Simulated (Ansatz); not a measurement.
Relative energy of two structures of CH3Si2−

We compare X, `C1=[Si-][SiH2]1`, a singlet, with Y, a singlet given by its coordinates. Both are isolated ions in the gas phase, relaxed with r2SCAN-D4/def2-SVPD.

X (Å):

```xyz
6

C    -0.9963    0.6238   -3.0321
Si   -1.1614    2.2606   -2.3472
Si    0.6090    1.3341   -3.5513
H    -1.5632   -0.3137   -3.1020
H     0.9008    1.4900   -5.0352
H     1.8929    0.7375   -2.9973
```

Y (Å):

```xyz
6

C    -0.4587    0.8417   -3.8836
Si   -0.5455    1.2639   -1.9837
Si    1.1152    1.9022   -3.4435
H    -0.3890   -0.1934   -4.2570
H    -1.1961    1.4110   -4.4734
H     1.1359    0.9950   -2.0024
```

Close contacts (Å): C1–Si2 1.95, C1–Si3 1.95, Si2–Si3 2.30, C1–H4 1.10, C1–H5 1.10, Si2–H6 1.70, Si3–H6 1.70.

Estimate E(Y) − E(X) at the level CCSD(T)/def2-SVPD + ΔMP2/def2-TZVPPD.

Calculated at CCSD(T)/def2-SVPD + ΔMP2/def2-TZVPPD: E(Y) − E(X) = +2.7 kcal/mol, so structure X lies lower.

How the difference moves with the method:

```
                               level             geometry  E(Y) − E(X) (kcal/mol)  departure from the last row (kcal/mol)  job, with rough time for the two
                 r2SCAN-D4/def2-SVPD  r2SCAN-D4/def2-SVPD                      +2.7                                    −0.1               optimisation, 6.6 s
                        HF/def2-SVPD  r2SCAN-D4/def2-SVPD                      +7.3                                    +4.6           part of the CCSD(T) run
                       MP2/def2-SVPD  r2SCAN-D4/def2-SVPD                      +3.9                                    +1.2           part of the CCSD(T) run
                   CCSD(T)/def2-SVPD  r2SCAN-D4/def2-SVPD                      +2.7                                     0.0                      single point
CCSD(T)/def2-SVPD + ΔMP2/def2-TZVPPD  r2SCAN-D4/def2-SVPD                      +2.7                                                        single point, 16 s
```

None of the levels shown reverses the order. The largest departure from CCSD(T)/def2-SVPD + ΔMP2/def2-TZVPPD is that of HF/def2-SVPD, 4.6 kcal/mol. Levels run at GFN2-xTB geometries aren't shown. The last row adds to CCSD(T) the change of the MP2 difference between the two basis sets, here 0.0 kcal/mol.

With harmonic frequencies from r2SCAN-D4/def2-SVPD (ideal gas, rigid rotor, one conformer each, 298.15 K, 1 atm): the zero-point term adds +1.9 kcal/mol; ΔH is +4.5 and ΔG +4.6 kcal/mol.

The correlated steps freeze 11 core orbitals. Codes used: Ansatz 0.2.0; the last row on 1 thread of Intel(R) Xeon(R) 6975P-C (Granite Rapids) on a shared host.
